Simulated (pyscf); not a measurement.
`[Cl][Ta]([Cl])([Cl])([Cl])[Cl]` + `[SiH4]` -> `[ClH]` + `[SiH3][Ta]([Cl])([Cl])([Cl])[Cl]` (four-centre exchange; singlet surface; Cl–Ta, H–Si broken, Cl–H, Si–Ta formed). PySCF, gas phase, ωB97X-D3(BJ)/def2-SVP geometries. Energies in kJ/mol from the separated reactants.

| level | barrier | reaction energy |
|---|---|---|
| PBE/def2-TZVP | 138.7 | +122.7 |
| B3LYP-D3(BJ)/def2-TZVP | 150.3 | +125.2 |
| PBE0-D3(BJ)/def2-TZVP | (withheld) | +115.9 |
| M06-2X/def2-TZVP | 154.9 | +116.6 |
| ωB97M-D3(BJ)/def2-TZVP | (withheld) | (withheld) |
| HF/def2-TZVP | 262.2 | +135.1 |

### Question
Fill in the missing entries.

### Answer

- PBE0-D3(BJ)/def2-TZVP, barrier: 130.2
- ωB97M-D3(BJ)/def2-TZVP, barrier: 156.3
- ωB97M-D3(BJ)/def2-TZVP, reaction energy: +119.7

The functionals in the table span 26.1 kJ/mol in this barrier, from PBE0-D3(BJ) to ωB97M-D3(BJ). On the reactant side the descent ends in an adduct with a H–Ta contact, 21.7 kJ/mol under the separated species and 149.8 kJ/mol under the saddle at ωB97X-D3(BJ)/def2-TZVP. On the product side the descent ends in an adduct with a Cl–Ta contact, 19.0 kJ/mol under the separated species and 36.5 kJ/mol under the saddle at ωB97X-D3(BJ)/def2-TZVP. What is counted as broken (Cl–Ta) persists as a longer contact in the product adduct; parting that adduct is a step of its own. At ωB97X-D3(BJ) the barrier from the zero used here is 128.1 kJ/mol. This is the saddle that the search found; another between the same sides may lie lower. Elements past Kr carry the def2 core potentials, without spin-orbit coupling.
